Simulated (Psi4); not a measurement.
# ClF (chlorine monofluoride): B3LYP/3-21G (sweep point 2)

Aim: the energy change on altering one bond length of ClF (chlorine monofluoride) at B3LYP/3-21G (sweep point 2), from 2 runs. The job is set up through a Python script.

The results are computed with Psi4 1.11.

1 further run of the same task is left out (it didn't finish).

### 1 The system as given

The species is ClF (2 atoms), meant as a singlet with charge 0. SMILES: `FCl`. Geometry: relaxed at PBE0-D4/def2-TZVP.

Bond lengths: F1–Cl2 1.620 Å.

### 2 A single-point energy at B3LYP/3-21G (sweep point 2)

calc.py reads:

```python
import psi4

psi4.set_memory(1600000000)
psi4.set_num_threads(1)
psi4.core.set_output_file('run.log', False)

molecule = psi4.geometry("""
0 1
F      0.000000     0.000000     0.031290
Cl     0.000000     0.000000     1.650960
units angstrom
symmetry c1
""")

psi4.set_options({
    'puream': True,
    'scf_type': 'pk',
    'dft_radial_points': 99,
    'dft_spherical_points': 590,
})

result = psi4.energy("b3lyp/3-21G")
print(f'b3lyp/3-21G energy: {result:.10f} Eh')
```

The run is started by

```bash
python calc.py
```

run.log, shortened:

```text
[...]
  Running in c1 symmetry.
[...]
  Nuclear repulsion =   49.988030421326577
[...]
  Multiplicity = 1
[...]
  Nalpha       = 13
  Nbeta        = 13
[...]
    Number of basis functions: 22
[...]
   @RKS iter   1:  -557.18109585829347   -1.13886e-01   8.32115e-03 ADIIS/DIIS
[...]
   @RKS iter   7:  -557.19314848283477   -4.63967e-09   1.19081e-07 DIIS
[...]
    Orbital Energies [Eh]
    ---------------------
    Doubly Occupied:
       1A   -100.883134     2A    -24.591858     3A     -9.452975
       4A     -7.231950     5A     -7.212578     6A     -7.212578
       7A     -1.228397     8A     -0.821724     9A     -0.509209
      10A     -0.460009    11A     -0.460009    12A     -0.315440
      13A     -0.315440
[...]
  @RKS Final Energy:  -557.19314848283477
   => Energetics <=
    Nuclear Repulsion Energy =             49.9880304213265774
    One-Electron Energy =                -870.7892927331962483
    Two-Electron Energy =                 294.7554466300853733
    DFT Exchange-Correlation Energy =     -31.1473328010505313
    Empirical Dispersion Energy =           0.0000000000000000
    VV10 Nonlocal Energy =                  0.0000000000000000
    Total Energy =                       -557.1931484828347720
[...]
 Multipole Moments:
 ------------------------------------------------------------------------------------
     Multipole            Electronic (a.u.)      Nuclear  (a.u.)        Total (a.u.)
 ------------------------------------------------------------------------------------
 L = 1.  Multiply by 2.5417464519 to convert [e a0] to [Debye]
 Dipole X            :         -0.0000000            0.0000000           -0.0000000
 Dipole Y            :          0.0000000            0.0000000            0.0000000
 Dipole Z            :         -0.1553154            0.4680760            0.3127606
 Magnitude           :                                                    0.3127606
[...]
```

On the terminal:

```text
b3lyp/3-21G energy: -557.1931484828 Eh
```

Run time: 2.8 s. Hardware: 1 thread of Intel Xeon Platinum 8488C (Sapphire Rapids), shared host; peak memory 0.25 GiB.

### 3 The distorted shape at the same level

job.py reads:

```python
import psi4

psi4.set_memory('1600 MB')
psi4.set_num_threads(1)
psi4.core.set_output_file('clf.out', False)

mol = psi4.geometry("""
F      0.000000     0.000000    -1.264440
Cl     0.000000     0.000000     1.650960
symmetry c1
""")

options = {'basis': '3-21G', 'puream': True, 'scf_type': 'pk', 'dft_radial_points': 99, 'dft_spherical_points': 590}
psi4.set_options(options)

e = psi4.energy('B3LYP')
print(f'total energy {e:.8f} hartree = {e * 27.211386:.5f} eV')
```

The run is started by

```bash
python job.py
```

clf.out, shortened:

```text
[...]
  Running in c1 symmetry.
[...]
  Nuclear repulsion =   27.771185165846884
[...]
  Multiplicity = 1
[...]
  Nalpha       = 13
  Nbeta        = 13
[...]
    Number of basis functions: 22
[...]
   @RKS iter   1:  -556.93392476185625   -2.48442e-01   2.24717e-02 DIIS/ADIIS
[...]
   @RKS iter  11:  -557.07795757144936   -5.41490e-10   1.67272e-07 DIIS
[...]
    Orbital Energies [Eh]
    ---------------------
    Doubly Occupied:
       1A   -100.900247     2A    -24.594300     3A     -9.462182
       4A     -7.241816     5A     -7.223167     6A     -7.223167
       7A     -1.118916     8A     -0.839266     9A     -0.390313
      10A     -0.385356    11A     -0.385356    12A     -0.363360
      13A     -0.363360
[...]
  @RKS Final Energy:  -557.07795757144936
   => Energetics <=
    Nuclear Repulsion Energy =             27.7711851658468838
    One-Electron Energy =                -826.6330794520526979
    Two-Electron Energy =                 272.7799374107903532
    DFT Exchange-Correlation Energy =     -30.9960006960338852
    Empirical Dispersion Energy =           0.0000000000000000
    VV10 Nonlocal Energy =                  0.0000000000000000
    Total Energy =                       -557.0779575714493603
[...]
 Multipole Moments:
 ------------------------------------------------------------------------------------
     Multipole            Electronic (a.u.)      Nuclear  (a.u.)        Total (a.u.)
 ------------------------------------------------------------------------------------
 L = 1.  Multiply by 2.5417464519 to convert [e a0] to [Debye]
 Dipole X            :         -0.0000000            0.0000000           -0.0000000
 Dipole Y            :          0.0000000            0.0000000            0.0000000
 Dipole Z            :         -0.5295625            0.8425351            0.3129726
 Magnitude           :                                                    0.3129726
[...]
```

Standard output:

```text
total energy -557.07795757 hartree = -15158.86334 eV
```

Wall time 3.6 s (1 thread of Intel Xeon Platinum 8488C (Sapphire Rapids), shared host); peak memory 0.24 GiB.

### 4 What came out

At B3LYP/3-21G (sweep point 2):

```
                                                          quantity          value
                                         first shape: total energy  -557.19315 Eh
                                        first shape: dipole moment         0.79 D
                                          first shape: HOMO energy       -8.58 eV
                                          first shape: LUMO energy       -2.36 eV
                                        first shape: HOMO–LUMO gap        6.22 eV
                                     distorted shape: total energy  -557.07796 Eh
                                    distorted shape: dipole moment         0.80 D
                                      distorted shape: HOMO energy       -9.89 eV
                                      distorted shape: LUMO energy       -8.39 eV
                                    distorted shape: HOMO–LUMO gap        1.50 eV
energy change with the F1–Cl2 bond stretched from 1.620 to 2.915 Å       3.135 eV
```

**Reading.** One bond (distorted shape) is far stretched, which a spin-restricted single reference describes badly; a broken-symmetry solution may lie lower. With the F1–Cl2 bond stretched from 1.620 to 2.915 Å the energy rises by 3.13 eV (302 kJ/mol). The first shape isn't relaxed at this level, so the change isn't measured from a minimum. A restricted reference can't describe the breaking bond well at this length.
